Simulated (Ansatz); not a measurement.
# BH2SCl (SMILES SBCl) at MP2/STO-3G

What is the vertical ionisation energy of BH2SCl at MP2/STO-3G? 

The calculation is run with Ansatz 0.2.0.

61 further runs of the same task are left out: 1 that didn't finish, 60 set aside as unsound or not needed.

## 1. Starting point

BH2SCl has 5 atoms, charge 0, and is taken as a singlet. As SMILES, `SBCl`. The coordinates come from a PBE0-D4/def2-TZVP relaxation. This is one conformer, not always the lowest.

Bond lengths: S1–B2 1.779 Å, B2–Cl3 1.745 Å, S1–H4 1.343 Å, B2–H5 1.189 Å. Angles: S1–B2–Cl3 118.6°, S1–B2–H5 122.1°, Cl3–B2–H5 119.3°, B2–S1–H4 96.0°.

## 2. The energy at MP2/STO-3G

input.yaml reads:

```yaml
basis:
  gaussian: {orbitals: STO-3G}
crystal:
  periodic: [false, false, false]
  atoms:
    - {symbol: S, position_ang: [-1.294500, -0.008800, -0.323500]}
    - {symbol: B, position_ang: [0.402900, -0.217800, 0.164700]}
    - {symbol: Cl, position_ang: [0.888700, -1.738900, 0.868900]}
    - {symbol: H, position_ang: [-1.157600, 1.248200, -0.777100]}
    - {symbol: H, position_ang: [1.210400, 0.643400, 0.025700]}
accuracy: high
correlation: {method: mp2, frozen_orbitals: {B: 1, Cl: 5, H: 0, S: 5}}
```

Launch:

```
$ ansatz run input.yaml --threads 1 --pin off --max-ram 2610MiB --events-out events.jsonl --progress --plain --runs-dir runs
```

The log of the run:

```text
Warning: RAYON_NUM_THREADS=1 ignored (pool sized by the plan → 1); use --threads N
Functional definition: HF
  name "HF"
  exchange = exact_x
  correlation = 0
450 factors; integrals over basis functions are off by at most 2.0e-8 eV
mean field evaluation 1: about -23763.3113 eV, gradient 2.0e1 eV
mean field evaluation 2: about -23763.3584 eV, gradient 2.1e1 eV
mean field evaluation 4: about -23765.2199 eV, gradient 1.3e0 eV
mean field evaluation 8: about -23765.2276 eV, gradient 4.5e-6 eV
mean field -23765.22755300 eV, -873.3560039230 hartree, gradient 9.7e-8 eV, S^2 0.000000; 0 other end points of the search recorded, 0 dependent functions left out
11 core orbitals not correlated: weight in the atoms' cores, before any rotation towards them, 1.000 or more for the frozen orbitals, at most 0.000 for the correlated occupied ones
reference -23765.22755300 eV, -873.3560039230 hartree; 9, 9 occupied and 5, 5 virtual orbitals, 450 factors
second order -2.03750500 eV of doubles, -0.00000000 eV of singles
Total energy: -23767.26505800 eV, -873.4308808506 hartree
```

Wall time 0.2 s (1 thread of Arm Neoverse V1, shared host).

## 3. The doublet cation, same level

in.yaml reads:

```yaml
crystal:
  periodic: [false, false, false]
  atoms:
    - symbol: S
      position_ang: [-1.294500, -0.008800, -0.323500]
    - symbol: B
      position_ang: [0.402900, -0.217800, 0.164700]
    - symbol: Cl
      position_ang: [0.888700, -1.738900, 0.868900]
    - symbol: H
      position_ang: [-1.157600, 1.248200, -0.777100]
    - symbol: H
      position_ang: [1.210400, 0.643400, 0.025700]
basis:
  gaussian:
    orbitals: STO-3G
total_charge: 1
magnetization:
  spin_polarized: true
  initial_magnetization: 1
correlation:
  method: mp2
  frozen_orbitals: {B: 1, Cl: 5, H: 0, S: 5}
accuracy: high
```

Launch:

```
$ ansatz run in.yaml --threads 1 --pin off --max-ram 2610MiB --events-out events.jsonl --progress --plain --runs-dir runs
```

The log of the run:

```text
Warning: RAYON_NUM_THREADS=1 ignored (pool sized by the plan → 1); use --threads N
Functional definition: HF
  name "HF"
  exchange = exact_x
  correlation = 0
450 factors; integrals over basis functions are off by at most 2.0e-8 eV
mean field evaluation 1: about -23755.2366 eV, gradient 1.4e1 eV
mean field evaluation 2: about -23755.2805 eV, gradient 1.4e1 eV
mean field evaluation 4: about -23757.5266 eV, gradient 1.1e0 eV
mean field evaluation 8: about -23757.5439 eV, gradient 2.3e-2 eV
mean field evaluation 16: about -23755.7591 eV, gradient 3.2e-1 eV
mean field -23757.54392800 eV, -873.0736359124 hartree, gradient 2.2e-8 eV, S^2 0.758386; 1 other end points of the search recorded, 0 dependent functions left out
11 core orbitals not correlated: weight in the atoms' cores, before any rotation towards them, 1.000 or more for the frozen orbitals, at most 0.000 for the correlated occupied ones
reference -23757.54392800 eV, -873.0736359124 hartree; 9, 8 occupied and 5, 6 virtual orbitals, 450 factors
second order -1.92803740 eV of doubles, -0.00000000 eV of singles
Total energy: -23759.47196540 eV, -873.1444899799 hartree
```

It took 0.3 s on 1 thread of Arm Neoverse V1, shared host.

## 4. What came out

Level: MP2/STO-3G, 11 core orbitals frozen.

| quantity | value |
| --- | --- |
| singlet BH2SCl: total energy | -873.43088 Eh |
| singlet BH2SCl: correlation energy (11 core orbitals frozen) | -74.9 mEh |
| doublet cation: total energy | -873.14449 Eh |
| doublet cation: correlation energy (11 core orbitals frozen) | -70.9 mEh |
| doublet cation: ⟨S²⟩ of the reference determinant | 0.758 |
| vertical ionisation energy (to the doublet cation) | 7.793 eV |

Removing an electron at fixed nuclei costs 7.79 eV (180 kcal/mol). In a minimal basis such a difference can be off by several eV, whatever the method.
